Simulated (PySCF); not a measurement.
Q: What does the PBE0-D3(BJ)/def2-SVP structure of 2,2,2-trifluoroethanol (`OCC(F)(F)F`) look like in three dimensions?

A: 
```xyz
9
C2H3F3O angstrom
O     -0.7340   -0.8759   -1.1345
C     -0.6821    0.1271   -0.1774
C      0.6136    0.0933    0.6054
F      1.6594    0.1804   -0.2343
F      0.6838    1.1199    1.4541
F      0.7571   -1.0299    1.3017
H     -0.0083   -0.7375   -1.7539
H     -1.5087   -0.0259    0.5318
H     -0.7807    1.1485   -0.5929
```

Orientation and origin are arbitrary. Atoms count from 1 in this order. Of the pairs four or more bonds apart, F4···H7 is among the closest relative to their van der Waals radii: 2.44 Å, 91 % of the sum of Bondi's values.

Bonds between heavy atoms (Å): O1–C2 1.387, C2–C3 1.514, C3–F4 1.344, C3–F5 1.334, C3–F6 1.329.

Method used: PBE0-D3(BJ)/def2-SVP geometry optimisation, gas phase in PySCF 2.14.0.

Stationary, but not proved a minimum. The numbers are those of one conformer (H–O1–C2–C3 -61°).
